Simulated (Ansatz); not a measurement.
# BP+ (quartet): B3LYP, wB97X-V over a scan of the distance B1–P2, cc-pVDZ

Aim: run BP+ (quartet) with these functionals over a scan of the distance B1–P2, and hold them against the top wave-function level at the same points.

Computed with Ansatz 0.2.0, Gaussian basis. Level: cc-pVDZ, all electrons in the functionals.

To be run: B3LYP, wB97X-V, at 1.513 Å; 1.663 Å; 1.846 Å; 2.000 Å; 2.275 Å; 2.491 Å; 2.956 Å; 3.438 Å; 4.064 Å; 5.050 Å; 6.360 Å.

15 further runs of the same task are left out: 9 that didn't finish, 6 set aside as unsound or not needed. Runs told in other sessions of the task aren't counted.

## (1) The system

The geometry derives from a PBE0/def2-TZVP stationary point (not a proven minimum). One bond is set to the value named and the two fragments are kept rigid.

2 atoms, charge 1, spin multiplicity 4.

Atoms are counted from 1 here; the program's logs count them from 0.

Bond lengths: B1–P2 1.846 Å.

No dispersion term is added; wB97X-V holds VV10 nonlocal correlation. B3LYP takes the VWN-RPA correlation.

The geometry shown and the zero of energy belong to the point 1.846 Å. The yardstick, FCI, and other wave-function levels (R restricted, U unrestricted, valence and pair active spaces) come from earlier runs.

## (2) B3LYP, 1.513 Å

Contents of in.yaml:

```yaml
crystal:
  periodic: [false, false, false]
  atoms:
    - {symbol: B, position_ang: [0.000000, 0.000000, 0.000000]}
    - {symbol: P, position_ang: [0.000000, 0.000000, 1.513000]}
basis:
  gaussian: {orbitals: cc-pVDZ}
total_charge: 1
magnetization: {spin_polarized: true, initial_magnetization: 3}
hamiltonian: {xc: {name: B3LYP}}
```

Started as:

```
$ ansatz run in.yaml --threads 1 --pin off --events-out ev --progress --plain --max-ram 2393MiB
```

The runs that follow: B3LYP, 1.663 Å; B3LYP, 1.846 Å; B3LYP, 2.000 Å; B3LYP, 2.275 Å; B3LYP, 2.491 Å; B3LYP, 2.956 Å; B3LYP, 3.438 Å; B3LYP, 4.064 Å; B3LYP, 5.050 Å; B3LYP, 6.360 Å; wB97X-V, 1.513 Å; wB97X-V, 1.663 Å; wB97X-V, 1.846 Å; wB97X-V, 2.000 Å; wB97X-V, 2.275 Å; wB97X-V, 2.491 Å; wB97X-V, 2.956 Å; wB97X-V, 3.438 Å; wB97X-V, 4.064 Å; wB97X-V, 5.050 Å; wB97X-V, 6.360 Å.

**Question.** What will the summary of the whole plan be? Wanted: span of the FCI curve; largest miss, B3LYP; largest miss, wB97X-V.

**Answer**, as computed:

| quantity | value |
| --- | --- |
| span of the FCI curve | 2.373 eV |
| largest miss, B3LYP | +0.443 eV (5.050 Å) |
| largest miss, wB97X-V | +0.757 eV (6.360 Å) |

Of the functionals, B3LYP keep the smallest largest miss at the points compared (at most 0.443 eV) and wB97X-V strays most (0.757 eV, at 6.360 Å). Functionals and the yardstick converge differently with the basis, so part of each miss in cc-pVDZ is the basis.
